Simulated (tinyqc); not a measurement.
Extended Hueckel theory, for CH2-, step by step. The parameters take no account of the charge, which enters only through the electron count, and nothing here shows that the anion is bound. One step of it, computed by the program tinyqc.

Task: Wolfsberg-Helmholz matrix. H_ij = K' S_ij (H_ii + H_jj)/2 for i != j (the diagonal keeps H_ii), with K' = 1.75.

overlap S:
```
           1C 2s    1C 2px     1C 2py    1C 2pz     2H 1s      3H 1s
1C 2s   1.000000  0.000000   0.000000  0.000000  0.463990   0.463990
1C 2px  0.000000  1.000000   0.000000  0.000000  0.000000   0.000000
1C 2py  0.000000  0.000000   1.000000  0.000000  0.411456  -0.411456
1C 2pz  0.000000  0.000000   0.000000  1.000000  0.233933   0.233933
2H 1s   0.463990  0.000000   0.411456  0.233933  1.000000   0.105401
3H 1s   0.463990  0.000000  -0.411456  0.233933  0.105401   1.000000
```

diagonal H_ii (eV): 1C 2s -21.400000, 1C 2px -11.400000, 1C 2py -11.400000, 1C 2pz -11.400000, 2H 1s -13.600000, 3H 1s -13.600000

K = 1.750000

Give: H.

Result:

H (eV):
```
          1C 2s   1C 2px   1C 2py   1C 2pz    2H 1s    3H 1s
1C 2s   -21.400    0.000    0.000    0.000  -14.210  -14.210
1C 2px    0.000  -11.400    0.000    0.000    0.000    0.000
1C 2py    0.000    0.000  -11.400    0.000   -9.001    9.001
1C 2pz    0.000    0.000    0.000  -11.400   -5.117   -5.117
2H 1s   -14.210    0.000   -9.001   -5.117  -13.600   -2.509
3H 1s   -14.210    0.000    9.001   -5.117   -2.509  -13.600
```
